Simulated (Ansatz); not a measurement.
isobutane (C4H10), SMILES CC(C)C.

Geometry optimised at B3LYP-D3(BJ)/def2-SVP.

Two levels are set side by side: PBE/def2-SVPD (Ansatz, a first-principles code) and CAM-B3LYP/def2-SVPD (Ansatz). Energy differences of separate SCF runs at the same geometry; the states with an electron removed or added have multiplicity 2 and 2. Differences are taken from unrounded values.

```
quantity                             PBE
---------------------------------  -----
vertical ionisation energy (eV)    10.76
vertical singlet–triplet gap (eV)   7.86
```

These are the PBE values. What does CAM-B3LYP give? (Estimate from the structure and the level; the computed values follow.)


| quantity | CAM-B3LYP | PBE minus CAM-B3LYP |
|---|---|---|
| vertical ionisation energy (eV) | 11.38 | -0.62 |
| vertical singlet–triplet gap (eV) | 8.73 | -0.86 |
